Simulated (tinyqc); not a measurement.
Inside a calculation. Method: Pariser-Parr-Pople SCF with singles CI, for the molecule c1cc[nH]c1 (SMILES; centres numbered as the heavy atoms are written). One step of it, computed by the program tinyqc.

Problem. PPP integrals. Mataga-Nishimoto: gamma = 14.399645/(R + a), a = 2 x 14.399645/(gamma_rr + gamma_ss); H_rr = -W_r - sum_(s != r) z_s gamma_rs; H_rs = beta for bonds.

Centres (angstrom, eV; a flat drawing with bonds scaled to 1.40 angstrom):
```
centre          x          y  core charge z          W   gamma_rr
1C       1.191000   0.000000              1  10.610000   9.860000
2C       0.368000   1.133000              1  10.610000   9.860000
3C      -0.963000   0.700000              1  10.610000   9.860000
4N      -0.963000  -0.700000              2  21.960000  14.850000
5C       0.368000  -1.133000              1  10.610000   9.860000
```

Resonance integrals (eV):
```
i  j       beta
1  2  -2.390000
2  3  -2.390000
3  4  -2.240000
4  5  -2.240000
5  1  -2.390000
```

Give: repulsion gamma_rs; core matrix H.

Solution.

repulsion gamma_rs (eV), order 1C, 2C, 3C, 4N, 5C:
$$\begin{pmatrix}
9.8600 & 5.0335 & 3.8654 & 4.1977 & 5.0335 \\
5.0335 & 9.8600 & 5.0347 & 4.1972 & 3.8642 \\
3.8654 & 5.0347 & 9.8600 & 5.6128 & 3.8650 \\
4.1977 & 4.1972 & 5.6128 & 14.8500 & 5.6136 \\
5.0335 & 3.8642 & 3.8650 & 5.6136 & 9.8600
\end{pmatrix}$$

core matrix H (eV), order 1C, 2C, 3C, 4N, 5C:
$$\begin{pmatrix}
-32.9377 & -2.3900 & 0.0000 & 0.0000 & -2.3900 \\
-2.3900 & -32.9368 & -2.3900 & 0.0000 & 0.0000 \\
0.0000 & -2.3900 & -34.6007 & -2.2400 & 0.0000 \\
0.0000 & 0.0000 & -2.2400 & -41.5813 & -2.2400 \\
-2.3900 & 0.0000 & 0.0000 & -2.2400 & -34.5998
\end{pmatrix}$$
